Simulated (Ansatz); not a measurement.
`CC(O)(O)S` and `CC(O)(O)F` differ in one atom or group.

Ansatz, PBE0-D4/def2-TZVP geometries, multiplicity 1. Each molecule was computed in one conformer, which needn't be the lowest.

```
                                          property  `CC(O)(O)S`
             HOMO energy (ωB97M-V/def2-TZVPP) / eV        -9.37
               LUMO energy (B3LYP/def2-TZVPP) / eV         0.03
size of the dipole moment (ωB97M-V/def2-TZVPP) / D         1.66
              HOMO–LUMO gap (PBE0/def2-TZVPP) / eV         7.44
           HOMO–LUMO gap (ωB97M-V/def2-TZVPP) / eV        11.47
             LUMO energy (ωB97M-V/def2-TZVPP) / eV         2.10
```

**Question.** What does the change do to each property? (Estimate.)

**Answer.** Computed: 
```csv
property,`CC(O)(O)F`,shift
HOMO energy (ωB97M-V/def2-TZVPP) / eV,-11.63,-2.26
LUMO energy (B3LYP/def2-TZVPP) / eV,0.47,0.44
size of the dipole moment (ωB97M-V/def2-TZVPP) / D,1.42,-0.24
HOMO–LUMO gap (PBE0/def2-TZVPP) / eV,10.03,2.59
HOMO–LUMO gap (ωB97M-V/def2-TZVPP) / eV,13.91,2.44
LUMO energy (ωB97M-V/def2-TZVPP) / eV,2.28,0.18
```

With PBE0 the HOMO falls by 2.04 eV and the LUMO rises by 0.55 eV, so the gap widens by about 2.59 eV. PBE moves the HOMO by -1.52 eV and ωB97M-V by -2.26 eV. Dipoles are sizes alone; their direction can turn.

B3LYP here is the variant with VWN-RPA as its local correlation; programs differ in this.
